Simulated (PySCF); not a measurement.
Gas-phase reaction: 2 (CH3)3SiCl + HCl = 2 SiH3 + CH3CCl3 + C4H10 (n-butane)

Computed with PySCF and rigid-rotor harmonic-oscillator thermochemistry at 1 bar. † marks an energy on the PBE0/def2-TZVP geometry and frequencies; other levels use their own. MP2 freezes the core. Open shells (unrestricted): SiH3 (multiplicity 2); the rest are closed-shell singlets. B3LYP is the form with VWN-RPA correlation. MP2 isn't extrapolated to the basis-set limit.

| level | ΔH°(298 K), kJ |
|---|---|
| B3LYP/def2-TZVP† | 862 |
| MP2/def2-TZVPP† | 912 |
| PBE/def2-SVP | (withheld) |
| r2SCAN/def2-TZVP† | (withheld) |
| ωB97M-V/def2-TZVP† | 918 |

**Question.** Some entries are withheld; supply them.

**Answer.** 
- PBE/def2-SVP, ΔH°(298 K), kJ: 807
- r2SCAN/def2-TZVP†, ΔH°(298 K), kJ: 884
